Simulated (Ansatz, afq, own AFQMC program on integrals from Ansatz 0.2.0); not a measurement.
# SiN, quartet: AFQMC among the cluster methods

```xyz
2

Si    0.0000    0.0000    0.0000
N     0.0000    0.0000    3.0050
```

Basis 6-31G. Noble-gas cores (and the filled d shells of Ga–Kr and In–Xe) are frozen. Integrals, coupled cluster, full CI and functionals: Ansatz 0.2.0; the random walks run on the same integrals in our own AFQMC program. ph-AFQMC/CISD is guided by a CISD state made of CCSD amplitudes; releasing the constraint for a short imaginary time cuts its bias at the price of noise, slowly where states lie close. Error bars are statistical, one sigma.

Determinant: ROHF, the one that the program's search chose, which needn't be the lowest solution. The geometry is a point of a scan.

Full CI on the same integrals is exact in this basis and with this determinant's frozen core.

Cautions: lower spins were not checked; a spin-contaminated unrestricted determinant lies lower (UHF 2.36 eV lower, ⟨S²⟩ 4.75); the search met a lower determinant of the same kind, perhaps of another symmetry (1.21 eV lower); strong correlation (T1 0.098, weight of the determinant 0.59, largest double 0.40); (T) is large, 6 % of the CCSD correlation; the CCSD(T) amplitudes may be one of several solutions (largest double 0.40); the CCSDT(Q) amplitudes may be one of several solutions (largest double 0.50); the CCSDTQ amplitudes may be one of several solutions (largest double 0.50); the released energies are still falling, so no released level is given (meV from the phaseless value at times in 1/Eh: -4 ± 5 at 0.24, -11 ± 3 at 0.51, -18 ± 5 at 0.99, -29 ± 3 at 1.62, -39 ± 4 at 2.40); the next higher spin lies close (full CI puts it 49 meV above).

```
T1 diagnostic                               : 0.0977
weight of the determinant in the CISD state : 0.591
size of the correlated space                : 9 electrons in 16 orbitals
```

Reference: full CI, correlation energy -4.566 eV. The cautions show a poor starting determinant, so the rows tell how each method copes with it here, and full CI is the sure value.

| level | E − E(reference) (mEh) | share of correlation (%) |
| --- | --- | --- |
| HF | 167.78 | 0.00 |
| MP2 | 61.79 | 63.17 |
| CCSD | 9.65 | 94.25 |
| CCSD(T) | -0.02 | 100.01 |
| CCSDT | 0.57 | 99.66 |
| CCSDT(Q) | -0.23 | 100.14 |
| CCSDTQ | 0.02 | 99.99 |
| ph-AFQMC/HF | 36.04 ± 1.72 | 78.52 |
| ph-AFQMC/CISD | 4.26 ± 0.19 | 97.46 |

CCSDT and higher add their correlation energy to the determinant of the CCSD(T) run, since their own runs factorise the integrals more tightly (a shift of under 2 meV). A walk keeps the symmetry of its determinant, which the program's search chose and which needn't be the lowest solution, so a lower state of the same spin and another symmetry isn't excluded.
